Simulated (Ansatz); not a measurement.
H2Si–As, doublet: reading a ladder of total energies

Geometry: a PBE0/def2-TZVP stationary point for this spin, not checked as a minimum.

```xyz
4

Si    0.0000    0.0000    1.5272
As    0.0000    0.0000   -0.6362
H     0.0000    1.2259    2.3663
H     0.0000   -1.2259    2.3663
```

Basis cc-pVDZ; Ansatz 0.2.0. Only valence electrons are correlated (noble-gas cores and the filled d shells of p-block atoms frozen), which leaves 11 electrons in 36 orbitals. R marks a restricted (for open shells ROHF) determinant. No spin–orbit coupling is included, and no scalar relativity.

Full CI isn't at hand for all of this; RCCSDTQ serves as the reference, and is uncertain by about the last step of the cluster series.

Runs differ by some tens of microhartree through their thresholds and, for an open shell, their frozen cores, so steps under 0.03 kcal/mol mean nothing.

```json
{"level": "RHF", "total energy (hartree)": "-2524.224514"}
{"level": "RMP2", "total energy (hartree)": "-2524.407908"}
{"level": "RCCSD", "total energy (hartree)": "-2524.442472"}
{"level": "RCCSD(T)", "total energy (hartree)": "-2524.451376"}
{"level": "RCCSDT", "total energy (hartree)": "-2524.452815"}
{"level": "RCCSDT(Q)", "total energy (hartree)": "-2524.453445"}
{"level": "RCCSDTQ", "total energy (hartree)": "-2524.453490"}
```

Task: What is the correlation energy at RCCSDTQ, and what share of it do RMP2 and RCCSD(T) recover?

Result: E(corr) = -2524.453490 − (-2524.224514) = -0.228976 hartree = -6.231 eV. RMP2: -0.183394 / -0.228976 = 80.09 %. RCCSD(T): -0.226862 / -0.228976 = 99.08 %.

Task: By how many kcal/mol does RCCSD(T) miss RCCSDTQ (1 hartree = 627.509 kcal/mol), and which steps make up the rest?

Result: -2524.451376 − (-2524.453490) = 0.002114 hartree = 1.33 kcal/mol. Steps: RCCSDT − RCCSD(T) = -0.90, RCCSDT(Q) − RCCSDT = -0.40, RCCSDTQ − RCCSDT(Q) = -0.03 kcal/mol. With more than one leading determinant such errors change with state and geometry, and needn't cancel in differences.
